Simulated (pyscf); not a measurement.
PySCF, gas phase, ωB97X-D3(BJ)/def2-SVP geometries. MP2 and CC: frozen core, UHF for open shells. ΔMP2 is the change of the MP2 total energy from the triple- to the quadruple-zeta basis.

**Question.** How much does it cost (ΔH, 298 K, CCSD(T)/def2-TZVPP + ΔMP2(QZVPP)) to split `[F][SiH2][SH]` at its S–Si bond into F–SiH₂• + SH•?

**Answer.** S–Si to F–SiH₂• + SH•: 389.5 kJ/mol. The CCSD(T) − MP2 part came from Ansatz, without density fitting, on the same reference. Left out: the spin-orbit lowering of SH.
